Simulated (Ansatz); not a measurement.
Results of RPBE in Ansatz (plane waves, PAW) for hcp Cd.

Settings: plane-wave cutoff 520 eV, 24×24×10 k mesh (along the axes of the cell as run), Fermi–Dirac smearing 0.05 eV, scalar-relativistic PAW data made under PBE.

Equation-of-state points:

```
V (Å³/atom)  E − E_lowest (meV/atom)  P (GPa)
-----------  -----------------------  -------
23.390                          3.94    1.361
23.878                          0.94    0.635
24.365                          0.00    0.002
24.852                          0.84   -0.541
25.340                          3.21   -1.001
```

Question: Estimate the bulk modulus and its pressure derivative from these points.

Answer: V0 = 24.367 Å³/atom, B0 = 29.2 GPa, B′ = 6.5 (fit to the energies at full precision).

Shape and atoms are relaxed at each volume.

Measured, for comparison: bulk modulus 53.8 GPa (zero-point energy and finite temperature contributions removed, our sources range from 50.7 to 53.8; as tabulated in doi:10.1021/acs.jctc.3c00612). Computed (rounded) less measured: bulk modulus -46 % (-42 % to -46 % over the range).

Note: the cell is over a tenth larger than the published one: the level's own overestimate first of all, though another phase or state, or a fault of the published cell, is possible; the bulk modulus comes from volumes at which shape and atoms were relaxed.

Static lattice: no zero-point or thermal effects.

Ansatz is a first-principles code.
